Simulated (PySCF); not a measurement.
Rock-salt LiBr was calculated with MP2 (GTH pseudopotentials, Gaussian basis, DZ basis; PySCF).

The same calculation (at the measured cell, 20.808 Å³/atom) with different numerical settings:

```json
[
 {"run": "1", "k mesh": "2×2×2", "correlation energy (eV/atom)": "-1.8598", "total energy (eV/atom)": "-284.9096"},
 {"run": "2", "k mesh": "3×3×3", "correlation energy (eV/atom)": "-1.9511", "total energy (eV/atom)": "-285.0083"},
 {"run": "3", "k mesh": "4×4×4", "correlation energy (eV/atom)": "-1.9798", "total energy (eV/atom)": "-284.9960"}
]
```

In the column correlation energy (eV/atom) the first row differs from the last by +0.1200 and the next to last by +0.0287.

The last row is no converged limit: other settings stay fixed.
